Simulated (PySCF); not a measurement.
Species: C₄H₇O (doublet state).
Z-matrix (Å and degrees, GFN2-xTB geometry), rows numbered from 1:
```
C 
C   1  1.2905
C   2  1.5249  1  125.82
C   3  1.5316  2  109.44  1  -106.38
O   4  1.4043  3  112.39  2    65.94
H   1  1.0650  2  138.94  3    -3.79
H   2  1.0852  1  120.83  3  -176.79
H   3  1.0905  2  109.18  1   133.54
H   3  1.0904  2  109.83  1    13.67
H   4  1.0932  3  110.00  2  -176.55
H   4  1.1012  3  109.67  2   -57.37
H   5  0.9659  4  108.16  3   -51.40
```

The hyperfine couplings belong to this conformer and change with its torsions.

Identity: `[H]/[C]=C\CCO` [radical].

Theory: UKS B3LYP, pcH-1 on C H O, non-relativistic, mean-field spin-orbit, GIAO (PySCF 2.14.0). One conformer (not necessarily the lowest) at the GFN2-xTB geometry, without solvent, vibrations or thermal averaging. Couplings are sensitive to structure, and on GFN2-xTB geometries they can be far from those on DFT ones. No stability test was run, so a lower SCF solution isn't excluded.

Problem. Predict the first-order ENDOR lines of H7, H6, H8/H9 and H10/H11 under fast tumbling at B = 1212.7 mT (Q band).

Solution. ν± = |νn ± a/2|, one line for each electron-spin manifold; νn = |g_N| × 7.62259 MHz/T × B.

```json
{"nuclei": "H7", "isotope": "1H", "g_N": "5.5857", "νn (MHz)": "51.63", "a_iso (MHz)": "113.61", "lower line (MHz)": "5.17", "upper line (MHz)": "108.44"}
{"nuclei": "H6", "isotope": "1H", "g_N": "5.5857", "νn (MHz)": "51.63", "a_iso (MHz)": "39.75", "lower line (MHz)": "31.76", "upper line (MHz)": "71.51"}
{"nuclei": "H8/H9", "isotope": "1H", "g_N": "5.5857", "νn (MHz)": "51.63", "a_iso (MHz)": "-4.02", "lower line (MHz)": "49.62", "upper line (MHz)": "53.64"}
{"nuclei": "H10/H11", "isotope": "1H", "g_N": "5.5857", "νn (MHz)": "51.63", "a_iso (MHz)": "3.33", "lower line (MHz)": "49.97", "upper line (MHz)": "53.30"}
```

Problem. Which pairs are centred on the nuclear Larmor frequency, and which on half the coupling?

Solution. Centred on νn, since |a| < 2νn: H6, H8/H9 and H10/H11. Centred on |a|/2 and split by 2νn: H7.

Nuclei that the bonding pattern makes equivalent are averaged, as if the motion that swaps them (rotation, inversion, ring flip) were fast. The 1H value of +3.3 MHz is a mean of couplings from 0.0 to 6.6 MHz in this one geometry, not an average over conformers.

Largest spin populations (Mulliken): C1 (+1.03), C2 (-0.17) and C3 (+0.08). C1 is the only atom above +0.15. The positive populations add up to 1.17 and the negative ones to -0.17, together 2S = 1.
